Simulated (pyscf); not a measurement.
Structures and frequencies: ωB97X-D3(BJ)/def2-SVP in PySCF.

### Question
For HO–P(OH)–OH (SMILES OP(O)O) + H• (SMILES [H]) → H₂O (SMILES O) + HO–P•–OH (SMILES O[P]O), a substitution at O (doublet surface; O–P broken, H–O formed), PBE/def2-TZVP gives ΔE‡ = 14.4 kcal/mol and ΔE = -15.2 kcal/mol (zero: the separated reactants). In which direction and how far do r²SCAN/def2-TZVP, PBE0-D3(BJ)/def2-TZVP, ωB97M-D3(BJ)/def2-TZVP move these?

### Answer
r²SCAN: ΔE‡ = 17.1 kcal/mol, ΔE = -14.7 kcal/mol; PBE0-D3(BJ): ΔE‡ = 21.1 kcal/mol, ΔE = -14.2 kcal/mol; ωB97M-D3(BJ): ΔE‡ = 25.4 kcal/mol, ΔE = -13.3 kcal/mol. PBE's barrier lies under all of them, by 2.8 to 11.1 kcal/mol. Its reaction energy lies under all of them, by 0.6 to 1.9 kcal/mol. Low barriers are usual for a GGA, whose delocalisation error favours stretched bonds. On the product side the descent ends in a bound adduct, 8.2 kcal/mol under the separated species and 49.7 kcal/mol under the saddle at ωB97X-D3(BJ)/def2-TZVP. At ωB97X-D3(BJ) the barrier from the zero used here is 27.8 kcal/mol. The same reactants have a lower exit, to •O–P(OH)–OH + H₂ (barrier +9.6 kcal/mol at ωB97M-D3(BJ), against +25.4 kcal/mol here). This is the saddle that the search found; another between the same sides may lie lower. The angle at the attacked O is 156°.
